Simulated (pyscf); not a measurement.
Routes from H₃C–GeH₃

Candidate steps break at most two bonds and form at most two. Each was searched with GFN2-xTB (tblite) first. PySCF, gas phase, ωB97X-D3(BJ)/def2-SVP geometries. Correlated levels are frozen-core, on RHF or UHF. ΔMP2 is the change of the MP2 total energy from the triple- to the quadruple-zeta basis. Energies: CCSD(T)/def2-TZVPP + ΔMP2(QZVPP), eV, from the reactant's lowest minimum found, singlet surface.

```csv
products,type,ΔE‡,ΔE,ΔG‡ 298 K,ΔG‡ 900 K,ν‡ (cm⁻¹)
GeH₂ [singlet] + CH₄,"1,1-elimination",2.73,+1.59,2.62,2.53,1345i
H₃C–GeH₃,concerted two-bond exchange,6.02,0.00,5.73,5.71,1900i
```

Row 1: On the product side the descent ends in a complex, 0.18 eV under the separated species and 1.46 eV under the saddle at ωB97X-D3(BJ)/def2-TZVP. 

Plain bond fissions and candidates not yet searched are not listed, and one of them may be faster. Each barrier is that of the saddle found; lower ones may exist. One closed-shell reference is unstable to symmetry breaking; treat the single-reference values with care. The CCSD(T) − MP2 part came from Ansatz, without density fitting, on the same reference. The frozen core leaves the outer d or s,p core shells of the metals and heavy elements correlated in the MP2 and CC values, and def2-TZVPP describes them poorly, which can shift differences by a few kcal/mol. Elements up to Kr have no core potential and no relativistic terms here.
